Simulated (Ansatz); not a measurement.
# Sodium, bcc under PBE: testing the Methfessel-Paxton smearing

Aim: find which Methfessel-Paxton smearing width is enough for energy and pressure. The geometry was relaxed under PBE beforehand and stays fixed; 7 values are run, from 0.01 to 1.0 eV. Wanted are the values from which on the energy stays within 10 and 1 meV/atom, and the pressure within 0.5 GPa, of the narrowest run. Within the series other settings stay, but some runs also write fields, which adds to their time. Spin polarisation is left out.

Method: DFT PBE, plane waves with PAW, scalar-relativistic, in Ansatz 0.2.0.

### Step 1. The system as given

It takes space group Im-3m (No. 229, cubic). Conventional cell: a = 4.197 Å, b = 4.197 Å, c = 4.197 Å, α = 90.00°, β = 90.00°, γ = 90.00°. Na (site symmetry m-3m) is surrounded by 8 Na at 3.63 Å.

Structure file:

```
CELL_PARAMETERS angstrom
-2.09856 2.09856 2.09856
2.09856 -2.09856 2.09856
2.09856 2.09856 -2.09856
ATOMIC_POSITIONS crystal
Na 0.00000 0.00000 0.00000
```

### Step 2. Run at 0.01 eV

The run at 0.01 eV.

Contents of input.yaml:

```yaml
crystal:
  lattice:
    - [-2.0985562613, 2.0985562613, 2.0985562613]
    - [2.0985562613, -2.0985562613, 2.0985562613]
    - [2.0985562613, 2.0985562613, -2.0985562613]
  atoms:
    - { symbol: Na, position: [0.0, 0.0, 0.0] }
hamiltonian:
  xc: pbe
  pseudopotentials:
    kind: paw
    azcp:
      Na: "pseudopotentials/Na.paw.azcp"
basis:
  ecutwfc: 420
  fft_grid_basis: typed
kpoints:
  mp_grid: { grid: [11, 11, 11], shift: [0, 0, 0] }
magnetization:
  spin_polarized: false
scf:
  occupations: { method: methfessel_paxton, width: 0.01 }
  lower_state_search: "off"
output:
  stress: true
```

On the command line:

```bash
$ ansatz run input.yaml --threads 1 --pin off --max-ram 3584MiB --backend cpu --events-out ev --progress --plain --runs-dir out
```

### Step 3. Run at 0.03 eV

The run at 0.03 eV.

input.yaml: that of step 2 with these lines changed.

```diff
@@ -21,3 +21,3 @@
 scf:
-  occupations: { method: methfessel_paxton, width: 0.01 }
+  occupations: { method: methfessel_paxton, width: 0.03 }
   lower_state_search: "off"
```

### Step 4. Run at 0.1 eV

The run at 0.1 eV.

input.yaml: that of step 3 with these lines changed.

```diff
@@ -21,3 +21,3 @@
 scf:
-  occupations: { method: methfessel_paxton, width: 0.03 }
+  occupations: { method: methfessel_paxton, width: 0.1 }
   lower_state_search: "off"
@@ -25 +25,5 @@
   stress: true
+  write_density: true
+  write_potential: true
+  elf: true
+  volumetric_format: npy
```

### Step 5. Run at 0.2 eV

The run at 0.2 eV.

input.yaml: that of step 4 with these lines changed.

```diff
@@ -21,3 +21,3 @@
 scf:
-  occupations: { method: methfessel_paxton, width: 0.1 }
+  occupations: { method: methfessel_paxton, width: 0.2 }
   lower_state_search: "off"
@@ -25,5 +25 @@
   stress: true
-  write_density: true
-  write_potential: true
-  elf: true
-  volumetric_format: npy
```

### Step 6. Run at 0.3 eV

The run at 0.3 eV.

input.yaml: that of step 5 with these lines changed.

```diff
@@ -21,3 +21,3 @@
 scf:
-  occupations: { method: methfessel_paxton, width: 0.2 }
+  occupations: { method: methfessel_paxton, width: 0.3 }
   lower_state_search: "off"
@@ -25 +25,5 @@
   stress: true
+  write_density: true
+  write_potential: true
+  elf: true
+  volumetric_format: npy
```

### Step 7. Run at 0.6 eV

The run at 0.6 eV.

input.yaml: that of step 6 with these lines changed.

```diff
@@ -21,3 +21,3 @@
 scf:
-  occupations: { method: methfessel_paxton, width: 0.3 }
+  occupations: { method: methfessel_paxton, width: 0.6 }
   lower_state_search: "off"
```

### Step 8. Run at 1.0 eV

The run at 1.0 eV.

input.yaml: that of step 7 with these lines changed.

```diff
@@ -21,3 +21,3 @@
 scf:
-  occupations: { method: methfessel_paxton, width: 0.6 }
+  occupations: { method: methfessel_paxton, width: 1.0 }
   lower_state_search: "off"
@@ -25,5 +25 @@
   stress: true
-  write_density: true
-  write_potential: true
-  elf: true
-  volumetric_format: npy
```

(Steps that only read results are left out.)

Q: Predict the outcome of this session.

**Answer**, as computed:

| quantity | value |
| --- | --- |
| E(σ → 0) stays within 10 meV/atom of 0.01 eV | up to 1.0 eV |
| E(σ → 0) stays within 1 meV/atom | up to 0.3 eV |
| pressure stays within 0.5 GPa | up to 1.0 eV |
| pressure at 0.01 eV | -0.01 GPa |
| energy of a separate run on a finer mesh (17×17×17) | +2.7 meV/atom from 0.01 eV |

At 1.0 eV the energy differs by +2.8 meV/atom and the pressure by 0.0 GPa. The free energy F moves by +1.8 meV/atom over the range, and the estimate for σ → 0 by +2.8. This scheme cancels the term in the square of the width, so F moves little up to 0.2 eV. The mesh (11×11×11) is fixed, so the narrowest widths carry a k-point error of their own. The yardstick itself is unsettled by 2.7 meV/atom against the finer mesh, so the thresholds above hold only within this series, and wider smearing, which averages over more states, can land nearer the fine-mesh value than the narrowest does.
